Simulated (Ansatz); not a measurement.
## BH3⁺, doublet along the distance B1-H2

Starting geometry (PBE0/def2-TZVP stationary point for this spin, not checked as a minimum):

```xyz
4

B     0.0000    0.0000    0.0681
H     0.0000    0.7178   -0.9866
H     0.0000    0.0000    1.2424
H     0.0000   -0.7178   -0.9866
```

From there H2 moves along the line of the two atoms named below, all else staying in place; atoms are numbered as listed. Energies are in eV, counted from the starting geometry at the same level.

Basis cc-pVTZ; Ansatz 0.2.0. Correlated methods freeze the noble-gas cores. Prefix R: restricted or restricted open-shell reference; prefix U: unrestricted.

Full CI isn't at hand for all of this; UCCSDT(Q) serves as the reference, and is uncertain by about the last step of the cluster series.

```
distance B1-H2 (Å)   UMP2
             1.135  0.168
             1.276  0.000
             1.371  0.070
             1.770  0.720
             2.351  1.073
             3.418  1.167
```

Task: Estimate the UCCSDT(Q) curve in cc-pVTZ from this one, knowing how UMP2 errs.

Result: The computed UCCSDT(Q) values, in eV from the starting point, and the error of UMP2 against them:
```csv
distance B1-H2 (Å),UCCSDT(Q),UMP2 less UCCSDT(Q)
1.135,0.181,-0.014
1.276,0.000,0.000
1.371,0.059,0.012
1.770,0.690,0.030
2.351,1.130,-0.057
3.418,1.253,-0.086
```

The error spans 0.116 eV and is largest, -0.086 eV, at 3.418 Å.
